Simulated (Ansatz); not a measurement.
# C2H3NO2: the cost of one run

Program: Ansatz 0.2.0. Level of theory: RKS PBE/def2-SVP. These are calculated values, not measurements.

**1. The starting structure**

Bond lengths: O1–C2 1.352 Å, C2–O3 1.383 Å, C2–C4 1.365 Å, C2–N5 1.515 Å, C4–N5 1.250 Å, O1–H6 1.018 Å, O3–H7 0.977 Å, C4–H8 1.095 Å. Angles: O1–C2–O3 117.5°, O1–C2–C4 123.5°, O1–C2–N5 114.2°, O3–C2–C4 117.8°, O3–C2–N5 112.1°, C4–C2–N5 51.1°, C2–O1–H6 110.7°, C2–O3–H7 112.1°, C2–C4–N5 70.7°, C2–C4–H8 138.0°, N5–C4–H8 150.7°, C2–N5–C4 58.2°.

Coordinates:

```xyz
8

O    -0.5200    1.3704    0.3134
C     0.1075    0.1794    0.1881
O     1.4905    0.1803    0.2067
C    -0.5294   -1.0232    0.2942
N    -0.4480   -0.7033   -0.9111
H    -0.9585    1.6397   -0.5652
H     1.8703   -0.0303   -0.6684
H    -0.9203   -1.6700    1.0864
```

**2. End point A**

input.yaml reads:

```yaml
crystal:
  periodic: [false, false, false]
  atoms:
    - { symbol: O, position_ang: [-0.52, 1.3704, 0.3134] }
    - { symbol: C, position_ang: [0.1075, 0.1794, 0.1881] }
    - { symbol: O, position_ang: [1.4905, 0.1803, 0.2067] }
    - { symbol: C, position_ang: [-0.5294, -1.0232, 0.2942] }
    - { symbol: "N", position_ang: [-0.448, -0.7033, -0.9111] }
    - { symbol: H, position_ang: [-0.9585, 1.6397, -0.5652] }
    - { symbol: H, position_ang: [1.8703, -0.0303, -0.6684] }
    - { symbol: H, position_ang: [-0.9203, -1.67, 1.0864] }
basis:
  gaussian: { orbitals: def2-SVP }
hamiltonian:
  xc: pbe
relax:
  f_tol: 0.02
  max_steps: 50
```

Launch:

```sh
$ ansatz run input.yaml --threads 2 --pin off --max-ram 3072MiB --backend cpu --events-out ev --progress --plain --runs-dir out
```

What time and memory should one allow on 2 threads of Arm Neoverse N1, shared host?

About 50 s, with a peak of 0.15 GiB.
